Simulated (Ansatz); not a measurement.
# Basis or method: atomization of Si–BH2

Si–BH2, doublet; coordinates (Å): Si 0.000 0.000 0.635; B 0.000 0.000 -1.291; H 0.000 -1.026 -1.918; H 0.000 1.026 -1.918. Quantity: atomization.

Ansatz 0.2.0, basis 6-31G or cc-pVDZ or cc-pVTZ; geometries are PBE0/def2-TZVP minima. Wave-function levels freeze the cores; HF, MP2 and coupled cluster are restricted for singlets and unrestricted otherwise, atoms included (their steps beyond CCSDT(Q) come from restricted open-shell runs), Kohn–Sham unrestricted where that lies lower. NEVPT2 and MRCISD+Q stand on CASSCF in the full valence space, and MRCISD+Q is size-consistent only roughly. The reference is CCSDT(Q) or full CI (coupled cluster only where its series has nearly closed). Semilocal and hybrid functionals correlate all electrons outside any core potential and usually lie nearer their basis limit than the reference, so part of their error here is the reference's basis and frozen-core error; RPA and the MP2 part of double hybrids freeze the same cores as the reference. None of these values is a measured one. Energies are electronic, without zero-point terms. No spin–orbit coupling and no scalar relativity. The species are chosen: bound, without strong static correlation by their natural occupations or amplitudes, in their lowest spin state as far as vertical gaps and like structures tell, and with a ladder that closes on the reference, so errors are smaller than for species at large; levels whose determinant breaks symmetry or spin markedly are left out.

```
    level  6-31G (kcal/mol)  cc-pVDZ (kcal/mol)  cc-pVTZ (kcal/mol)
reference   213.4 (full CI)    231.4 (CCSDT(Q))    245.6 (CCSDT(Q))
      MP2             212.5               230.9               244.3
  CCSD(T)             213.0               231.0               245.2
   NEVPT2             211.6               225.1               236.3
 MRCISD+Q             213.1               229.4               243.2
      PBE             253.5               254.0               258.2
    B3LYP             249.1               250.9               255.9
  RPA-PBE             201.3               223.1               234.2
```

From 6-31G to cc-pVTZ the reference moves by 32.2 kcal/mol and PBE by 4.7; the step from CCSD(T) to the reference is 0.4 in the first and 0.4 in the last.
